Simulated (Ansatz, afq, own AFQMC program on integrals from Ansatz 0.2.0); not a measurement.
**CHO, doublet: AFQMC among the cluster methods**

| atom | x (Å) | y (Å) | z (Å) |
| --- | --- | --- | --- |
| O | 0.0000 | -0.1013 | 0.5002 |
| C | 0.0000 | 0.0736 | -0.7526 |
| H | 0.0000 | 0.7302 | 1.0271 |

Connectivity, by distances: OH–C.

Basis cc-pVQZ. Only valence electrons are correlated. Ansatz 0.2.0 and our own AFQMC program on the same integrals; the CISD trial comes from CCSD amplitudes, and released means the phaseless constraint is let go. Free projection: walkers drawn from exp(T), propagated without any constraint. Its projection time is finite, and what remains of the start isn't in its error. Error bars are statistical, one sigma.

Determinant: UHF, the one that the program's search chose, which needn't be the lowest solution. The geometry is a PBE0/def2-TZVP stationary point of this or a neighbouring charge and spin state.

No full CI on the walks' own integrals is used here. The released AFQMC energy serves as the reference, which it does only where one determinant dominates, the energy is flat over the last release times and near the phaseless one (40 meV or 2 meV an electron, half that with transition metals). On small molecules, where full CI could be run and the noise was under 10 meV, such values lay within 10 meV of it in 19 cases of 20, a flattering rate, since the rule was set on those same cases; what remains of the bias isn't in the error bar.

Cautions: the released value is read at 1.62 1/Eh, later times being too noisy (meV from the phaseless value at times in 1/Eh: -14 ± 6 at 0.24, -9 ± 6 at 0.51, -2 ± 6 at 0.99, 1 ± 8 at 1.62, -21 ± 15 at 2.40).

- T1 diagnostic: 0.0195
- weight of the determinant in the CISD state: 0.891
- ⟨S²⟩ of the determinant: 0.763
- size of the correlated space: 11 electrons in 138 orbitals

Reference: AFQMC with the constraint released, correlation energy -10.940 ± 0.008 eV.

```tsv
level	E − E(reference) (mEh)	share of correlation (%)
HF	402.04 ± 0.29	0.00
MP2	29.43 ± 0.29	92.68
CCSD	16.66 ± 0.29	95.86
CCSD(T)	0.54 ± 0.29	99.86
ph-AFQMC/HF	-0.17 ± 1.84	100.04
ph-AFQMC/CISD	-0.05 ± 0.39	100.01
free AFQMC	-0.46 ± 0.73	100.11
```

Free projections are given only where their last times agree within the noise and don't stop above the reference; a slow remainder of the start can still hide under it. A walk keeps the symmetry of its determinant, which the program's search chose and which needn't be the lowest solution, so a lower state of the same spin and another symmetry isn't excluded. Released energies are given only where the last usable release times agree within the noise; a slower fall can still hide under it.
